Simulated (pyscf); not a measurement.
Thermochemistry of product channels of HO–SiH₂–F + NH₃ on the singlet surface, in eV, from ωB97M-D3(BJ)/def2-TZVP energies (ideal gas, 1 atm, RRHO with modes under 100 cm⁻¹ raised to 100, one conformer, R ln 2 for chiral ones without a mode under 150 cm⁻¹). Single points on ωB97X-D3(BJ)/def2-SVP structures (PySCF, gas phase).

```tsv
products	ΔE	ΔH(298 K)	ΔG(298 K)	ΔG(900 K)
H₂N–SiH₂–OH + HF	+0.94	+0.90	+0.92	+0.91
H₂N–SiH(OH)–F + H₂	-0.59	-0.73	-0.65	-0.56
```

These are energies of the channels, which say nothing of barriers.
